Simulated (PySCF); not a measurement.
# O2S: the cost of one run

The runs use PySCF 2.14.0, with density-fitted response routines of our own; the level of theory stands in each step. All values are computed, except where a source is named. Atoms count from 0, in the outputs and in this text.

### 1 The molecule as given

3 atoms, charge 0, multiplicity 1; geometry from: GFN2-xTB.

Bonds of the start (Å): O0–S1 1.43, S1–O2 1.43.

### 2 Geometry optimisation at PBE0-D3(BJ)/def2-TZVP

Job settings and geometry (Å):

```
{"job": {"xc": "PBE0", "basis": "def2-TZVP", "d3": "d3bj", "grid": 2, "kind": "geom"}, "charge": 0, "multiplicity": 1}
O     -1.200850     0.431620    -0.002200
S     -0.016600    -0.377350    -0.002170
O      1.234060     0.324630     0.006540
```

**Question.** How long does this first job take on 2 threads of Intel Xeon at 2.70GHz, shared host?

About 13 s.
